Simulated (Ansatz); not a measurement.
**SiH₂O (triplet): wave-function methods side by side at distance O1–H3 along a hydrogen transfer = 1.149 Å, cc-pVDZ**

How much of the correlation energy of SiH₂O (triplet) does each wave-function method recover here?

Method: cc-pVDZ, core rule «outside noble gas», up to 6 orbitals frozen; program: Ansatz 0.2.0, Gaussian basis.

Plan: UHF; CCSD(T) on ROHF; CCSD(T) on UHF; BCCD(T) on ROHF; CISD; CCSDT(Q) on ROHF; CCSDT(Q) on UHF; CASSCF and MRCISD+Q, 4 electrons in 4 orbitals; CASSCF and NEVPT2, 4 electrons in 4 orbitals.

16 further runs of the same task are left out: 8 for a known fault of the program, 8 that didn't finish.

**1. The geometry**

The geometry derives from fragments relaxed apart (PBE0/def2-TZVP) and kept rigid, so it is no stationary point. A hydrogen atom is moved between rigid fragments.

4 atoms, charge 0, spin multiplicity 3.

Atoms are counted from 1 here; the program's logs count them from 0.

Bond lengths: O1–H2 0.960 Å, O1–H3 1.149 Å. Angles: H2–O1–H3 105.1°.

**2. UHF**

File in.yaml:

```yaml
crystal:
  periodic: [false, false, false]
  atoms:
    - {symbol: O, position_ang: [-0.990923, -0.231644, 0.000000]}
    - {symbol: H, position_ang: [-1.240232, 0.694932, 0.000000]}
    - {symbol: H, position_ang: [0.158077, -0.231644, 0.000000]}
    - {symbol: Si, position_ang: [2.073077, -0.231644, 0.000000]}
basis:
  gaussian: {orbitals: cc-pVDZ}
magnetization: {spin_polarized: true, initial_magnetization: 2}
hamiltonian: {xc: hf}
output: {orbitals: {seedname: orbitals}}
```

Launch:

```bash
> ansatz run in.yaml --threads 1 --pin off --events-out ev --progress --plain --max-ram 2393MiB
```

After this run come: CCSD(T) on ROHF; CCSD(T) on UHF; BCCD(T) on ROHF; CISD; CCSDT(Q) on ROHF; CCSDT(Q) on UHF; CASSCF and MRCISD+Q, 4 electrons in 4 orbitals; CASSCF and NEVPT2, 4 electrons in 4 orbitals.

**Question.** What will the summary of the whole plan be? Wanted: UCCSDT(Q) below the RHF energy; RMP2 from UCCSDT(Q); UMP2 from UCCSDT(Q); RCCSD from UCCSDT(Q); RCCSD(T) from UCCSDT(Q); UCCSD(T) from UCCSDT(Q); RCCSDT(Q) from UCCSDT(Q); NEVPT2 pair from UCCSDT(Q); MRCISD+Q pair from UCCSDT(Q).

**Answer**, as computed:

| quantity | value |
| --- | --- |
| UCCSDT(Q) below the RHF energy | -8.1736 eV |
| RMP2 from UCCSDT(Q) | +929.5 meV |
| UMP2 from UCCSDT(Q) | +953.9 meV |
| RCCSD from UCCSDT(Q) | +206.7 meV |
| RCCSD(T) from UCCSDT(Q) | +41.2 meV |
| UCCSD(T) from UCCSDT(Q) | +41.1 meV |
| RCCSDT(Q) from UCCSDT(Q) | +0.7 meV |
| NEVPT2 pair from UCCSDT(Q) | +922.6 meV |
| MRCISD+Q pair from UCCSDT(Q) | +83.9 meV |
| levels within 1 kcal/mol (43 meV) | RCCSD(T), UCCSD(T), BCCD(T), RCCSDT, UCCSDT, RCCSDT(Q) |
| T1 diagnostic | 0.020 |

**Reading.** RCCSD(T) misses by +41.2 meV, 0.5 % of the correlation energy. Of the multireference levels listed MRCISD+Q pair comes nearest in total energy (+83.9 meV), which doesn't show that its space is the better one. These misses are within one basis, not against nature; the frozen cores of restricted and unrestricted runs differ, which can shift their rows.
